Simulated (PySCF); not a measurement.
# A small calculation by hand: dipole moment from atomic charges

acetamide (C2H5NO), SMILES CC(N)=O. Atoms are numbered in the order given.

```xyz
9

C      0.2893     1.3794     0.0000
C     -0.1540    -0.0811     0.0000
N      0.8767    -0.9898     0.0000
O     -1.3302    -0.4256     0.0000
H      0.9023     1.6109     0.8954
H      0.9023     1.6109    -0.8954
H     -0.6101     2.0189     0.0000
H      0.6419    -1.9824     0.0000
H      1.8570    -0.7148     0.0000
```
Charge 0, spin multiplicity 1.

The structure is a stationary point at PBE-D3(BJ)/def2-SVP. The geometry has at least one imaginary mode, so it is a saddle point at that level. One conformer was computed; it need not be the lowest.

Charges (e) from PBE/def2-TZVPD (PySCF):

| atom | IAO | ESP fit |
|---|---|---|
| C1 | -0.486 | -0.694 |
| C2 | 0.421 | 0.902 |
| N3 | -0.509 | -1.016 |
| O4 | -0.482 | -0.583 |
| H5 | 0.159 | 0.182 |
| H6 | 0.159 | 0.182 |
| H7 | 0.175 | 0.190 |
| H8 | 0.286 | 0.422 |
| H9 | 0.278 | 0.416 |

The dipole moment of the full density is 3.83 D.

### Question
What dipole moment does each set of point charges give, and which comes closer to that of the density?

### Answer

μ = Σ q r, and 1 e Å = 4.8032 D.
IAO: Σ q r = (0.869, 0.104, 0.000) e Å, |μ| = 4.21 D.
ESP fit: Σ q r = (0.801, 0.059, 0.000) e Å, |μ| = 3.86 D.
ESP fit comes closer in size. Point charges leave out the atoms' own dipoles (lone pairs, polarised bonds); fits to the potential absorb them, partitions of the density don't.
